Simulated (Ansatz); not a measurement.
```yaml
crystal:
  periodic: [false, false, false]
  atoms:
    - {symbol: Si, position_ang: [-0.689943, 0.278217, -0.272410]}
    - {symbol: C, position_ang: [0.988465, -0.307151, 0.341563]}
    - {symbol: S, position_ang: [1.304588, -1.824077, 0.781352]}
    - {symbol: H, position_ang: [-1.638658, -0.857623, -0.281600]}
    - {symbol: H, position_ang: [-0.525356, 0.844506, -1.638768]}
    - {symbol: H, position_ang: [-1.171229, 1.364973, 0.623102]}
    - {symbol: H, position_ang: [1.793334, 0.433055, 0.401062]}
basis:
  gaussian: {orbitals: cc-pVDZ}
magnetization: {spin_polarized: true, initial_magnetization: 2}
hamiltonian: {xc: {name: SPW92}}
output: {forces: true}
```

```sh
$ ansatz run in.yaml --threads 2 --pin off --events-out ev --progress --plain --max-ram 4352MiB
```

Output, abridged:

```
Functional definition: SPW92
  name "SPW92"
  cite "Dirac, Proc. Camb. Phil. Soc. 26, 376 (1930) doi:10.1017/S0305004100016108"
  cite "Slater, Phys. Rev. 81, 385 (1951) doi:10.1103/PhysRev.81.385"
  cite "Perdew & Wang, Phys. Rev. B 45, 13244 (1992) doi:10.1103/PhysRevB.45.13244"
  exchange = slater_x
  correlation = pw_c
901 factors; their error is unknown
mean field evaluation 1: about -19724.3435 eV, gradient 4.0e1 eV
mean field evaluation 2: about -19691.0966 eV, gradient 7.5e1 eV
mean field evaluation 4: about -19732.3645 eV, gradient 5.5e0 eV
mean field evaluation 8: about -19732.5706 eV, gradient 1.4e-1 eV
mean field evaluation 16: about -19732.5457 eV, gradient 4.6e-5 eV
mean field -19732.54565513 eV, -725.1576776264 hartree, gradient 4.6e-5 eV, S^2 2.001854; 0 other end points of the search recorded, 0 dependent functions left out
the calculation of the forces begins
reference -19732.54568790 eV, -725.1576788305 hartree; 21, 19 occupied and 49, 51 virtual orbitals, 901 factors
Total energy: -19732.54568790 eV, -725.1576788305 hartree
Atom 0 at    -0.689943     0.278217    -0.272410 Å, force     0.856749    -0.061455     0.258965 eV/Å
Atom 1 at     0.988465    -0.307151     0.341563 Å, force    -0.937862     1.568061    -0.629203 eV/Å
Atom 2 at     1.304588    -1.824077     0.781352 Å, force     0.361622    -2.110296     0.589471 eV/Å
Atom 3 at    -1.638658    -0.857623    -0.281600 Å, force    -0.302825    -0.375609    -0.000524 eV/Å
Atom 4 at    -0.525356     0.844506    -1.638768 Å, force    -0.045516     0.158877    -0.450254 eV/Å
Atom 5 at    -1.171229     1.364973     0.623102 Å, force    -0.247109     0.322295     0.256365 eV/Å
Atom 6 at     1.793334     0.433055     0.401062 Å, force     0.314941     0.498126    -0.024819 eV/Å
Dipole moment:     0.019609     0.122667    -0.022658 e Å
```

Hardware: 2 threads of an Arm Neoverse V1 on a shared host. Wall time 0.85 s, peak host memory 0.34 GiB.
